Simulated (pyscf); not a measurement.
HO–GeH₃ (SMILES [OH][GeH3]) + H₂B–F (SMILES BF) → H₂B–O–GeH₃ (SMILES B[O][GeH3]) + HF (SMILES F), a four-centre exchange (singlet surface; H–O, B–F broken, B–O, F–H formed). PySCF, gas phase, ωB97X-D3(BJ)/def2-SVP geometries. Energies in kcal/mol from the separated reactants.

Small-basis levels: PySCF, no dispersion term, spherical d functions. 

```tsv
level	barrier	reaction energy
HF/3-21G	0.8	+5.0
HF/6-31G*+LANL2DZ	22.7	+5.1
MP2/6-31G*+LANL2DZ	[?]	+2.3
SVWN5/6-31G*+LANL2DZ	-11.2	+6.1
BP86/6-31G*+LANL2DZ	4.4	+7.3
B3LYP/3-21G	-11.5	+10.5
M06-2X/6-31G*+LANL2DZ	[?]	+4.8
B3LYP/6-311+G**+LANL2DZ	10.8	-2.9
B3LYP/def2-SVP	6.9	+4.0
ωB97M-D3(BJ)/def2-TZVP	[?]	0.0
```

**Question.** Complete the blanks.

**Answer.** 
- MP2/6-31G*+LANL2DZ, barrier: 6.2
- M06-2X/6-31G*+LANL2DZ, barrier: 4.6
- ωB97M-D3(BJ)/def2-TZVP, barrier: 9.6

Against the last row the barrier runs from -21.1 (B3LYP/3-21G) to +13.1 kcal/mol (HF/6-31G*+LANL2DZ). At HF/3-21G, SVWN5/6-31G*+LANL2DZ, BP86/6-31G*+LANL2DZ, B3LYP/3-21G this geometry lies under one side, so the entry may be no barrier of that level: it is a single point on another level's saddle. ωB97M-D3(BJ)/def2-TZVP has limits of its own. On the reactant side the descent ends in an adduct with a B–O contact, 14.6 kcal/mol under the separated species and 23.8 kcal/mol under the saddle at ωB97X-D3(BJ)/def2-TZVP. On the product side the descent ends in a bound adduct, 8.4 kcal/mol under the separated species and 18.1 kcal/mol under the saddle at ωB97X-D3(BJ)/def2-TZVP. What is counted as formed (B–O) is already present as a longer contact in the reactant adduct; forming that adduct is a step of its own. This is the saddle that the search found; another between the same sides may lie lower. In the def2 sets elements up to Kr have no core potential.
